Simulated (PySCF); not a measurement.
**Bonding in `[C-]#CCC`**

Compound: C₄H₅ (charge -1).
Atom-mapped SMILES: `[C-:1]#[C:2][CH2:3][CH3:4]` (hydrogens: H5, H6 on C3; H7, H8, H9 on C4)

Geometry (GFN2-xTB, Å), atoms numbered from 1 in this order:
```xyz
9
C4H5 angstrom
C      2.6092   -0.4703    0.6311
C      1.5201    0.0085    0.3236
C      0.2061    0.6012   -0.0523
C     -0.9118   -0.4506   -0.1290
H      0.2644    1.1101   -1.0385
H     -0.1065    1.3782    0.6782
H     -0.6619   -1.2121   -0.8701
H     -1.8809   -0.0102   -0.4036
H     -1.0251   -0.9486    0.8356
```

Bond orders from the PBE0/pcSseg-1 density (PySCF). Geometry: GFN2-xTB; no solvent, vibrations or thermal averaging. The pcSseg-1 basis has no diffuse functions, a weakness for an anion.

(1) How far do the computed orders between heavy atoms stray from the drawn ones?

(2) Give the Mayer order of every bond, beside its length.

Results:

(1) The largest departure is 0.502, at C1–C2 (drawn triple, 3.502).

(2) 
```json
{"bond": "C1–C2", "drawn as": "triple", "length (Å)": "1.229", "Mayer order": "3.502"}
{"bond": "C2–C3", "drawn as": "single", "length (Å)": "1.490", "Mayer order": "0.989"}
{"bond": "C3–C4", "drawn as": "single", "length (Å)": "1.537", "Mayer order": "1.036"}
{"bond": "C3–H5", "drawn as": "single", "length (Å)": "1.111", "Mayer order": "0.941"}
{"bond": "C3–H6", "drawn as": "single", "length (Å)": "1.111", "Mayer order": "0.941"}
{"bond": "C4–H7", "drawn as": "single", "length (Å)": "1.092", "Mayer order": "0.972"}
{"bond": "C4–H8", "drawn as": "single", "length (Å)": "1.099", "Mayer order": "0.966"}
{"bond": "C4–H9", "drawn as": "single", "length (Å)": "1.091", "Mayer order": "0.972"}
```

Bonds between the same two heavy elements. C–C: lowest C2–C3 (0.989, 1.490 Å), highest C1–C2 (3.502, 1.229 Å); in 1 of the 3 pairs the longer bond (by over 0.003 Å) has the higher order (by 0.02 or more).

Problem. Sum the orders of all bonds at each heavy atom with more than one neighbour and set the sums beside the valence in the SMILES.

Solution. C2 4.491 (drawn 4), C3 3.907 (drawn 4), C4 3.946 (drawn 4). Orders between atoms that aren't bonded are not in these sums.

The Mayer order sums products of elements of PS (density times overlap matrix) between the two atoms' basis functions, so it depends on the basis set.
